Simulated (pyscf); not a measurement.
# Elimination: H₃Ge–TeH -> H₂Ge=Te + H₂

Gas phase, singlet surface, charge 0. Bonds broken: Ge1–H3, Te2–H6. Bonds formed: H3–H6. Single points on ωB97X-D3(BJ)/def2-SVP structures (PySCF, gas phase).

Transition state (Å):

```xyz
6

Ge    -0.0323     0.2270    -0.4443
Te     1.8907     1.7062    -0.0171
H      0.1679    -0.5461     1.1168
H     -1.4868     0.6638    -0.2201
H      0.0727    -1.0597    -1.2751
H      0.9075     0.1492     1.0746
```

One imaginary mode, 1379i cm⁻¹; descent along it reached the two sides named.

```csv
bond,change,reactant side (Å),saddle,product side
Ge1–H3,breaks,1.534,1.753,3.1
Te2–H6,breaks,1.658,2.141,4.2
H3–H6,forms,3.5,1.016,0.761
```

Electronic energies relative to the reactant's lowest minimum found (kcal/mol):

```csv
level,barrier,reaction energy,reverse barrier
ωB97X-D3(BJ)/def2-TZVP,54.5,+25.6,28.9
PBE/def2-TZVP,45.0,+20.3,24.8
r²SCAN/def2-TZVP,47.8,+22.3,25.5
B3LYP-D3(BJ)/def2-TZVP,50.5,+21.0,29.5
PBE0-D3(BJ)/def2-TZVP,48.8,+24.3,24.4
M06-2X/def2-TZVP,48.9,+20.6,28.3
ωB97M-D3(BJ)/def2-TZVP,53.0,+24.7,28.3
HF/def2-TZVP,63.1,+24.4,38.7
```

With ωB97M-D3(BJ)/def2-TZVP energies and thermal terms (ideal gas, 1 atm, RRHO with modes under 100 cm⁻¹ raised to 100, one conformer, R ln 2 for chiral ones without a mode under 150 cm⁻¹), in kcal/mol:

| T (K) | ΔH‡ | ΔG‡ | ΔH | ΔG |
|---|---|---|---|---|
| 298 | 51.1 | 52.1 | +22.7 | +15.5 |
| 600 | 50.5 | 53.4 | +23.0 | +8.0 |
| 900 | 50.1 | 54.9 | +22.7 | +0.5 |
| 1200 | 49.7 | 56.6 | +22.1 | -6.9 |

At the saddle there is also a short Ge–H contact that neither side keeps. One saddle was located; it need not be the lowest between these sides. Elements up to Kr have no core potential and no relativistic terms here. Elements past Kr carry the def2 core potentials, without spin-orbit coupling.
